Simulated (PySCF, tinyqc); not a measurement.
CID on RHF in the sto-6g basis, frozen core, for LiH, spin multiplicity 1, step by step. The lowest restricted solution is unstable here: a spin-polarised one lies 0.0844 hartree lower (PySCF). One step of it, computed by the program tinyqc.

Task: CID: roots. Diagonalise (each vector has its largest component positive (the first on a tie)); all determinants have Ms = 0, so triplets appear too. The lowest singlet root is the correlation energy.

Occupation strings over the orbitals (2 doubly, a alpha, b beta, 0 empty; spin orbitals ordered 1a 1b 2a 2b ...): 220000 202000 20a00b 200200 200020 20b00a 200002

H - E(HF) between determinants (hartree), lower triangle:
```
           220000     202000     20a00b     200200     200020    20b00a    200002
220000   0.000000
202000   0.064191   0.364162
20a00b   0.075379  -0.120772   0.317692
200200   0.021644   0.040653   0.006605   0.542941
200020   0.021644   0.040653   0.006605   0.016875   0.542941
20b00a  -0.075379   0.120772  -0.059168  -0.006605  -0.006605  0.317692
200002   0.120618   0.059168  -0.050847   0.016502   0.016502  0.050847  0.393222
```

Give: lowest roots of this matrix, relative to E(HF); lowest vectors; <S^2> of these roots; weight of the ground state by excitation level 0, 1, 2, ....

Result:

lowest roots of this matrix, relative to E(HF) (hartree): -0.0874  0.2331  0.2585  0.3891  0.5261  0.5404  0.6188

lowest vectors:
```
         root 1   root 2  root 3   root 4
220000   0.8894   0.3055  0.0000   0.3225
202000  -0.2148   0.7309  0.0000  -0.1871
20a00b  -0.2269   0.3816  0.7071   0.2755
200200  -0.0054  -0.1148  0.0000  -0.0980
200020  -0.0054  -0.1148  0.0000  -0.0980
20b00a   0.2269  -0.3816  0.7071  -0.2755
200002  -0.2444  -0.2342  0.0000   0.8307
```

<S^2> of these roots: 0.0000  0.0000  2.0000  0.0000  0.0000  0.0000  0.0000

weight of the ground state by excitation level 0, 1, 2, ...: 0.7911  0.0000  0.2089

The reference has a weight of only 0.79: one determinant is a poor start here.
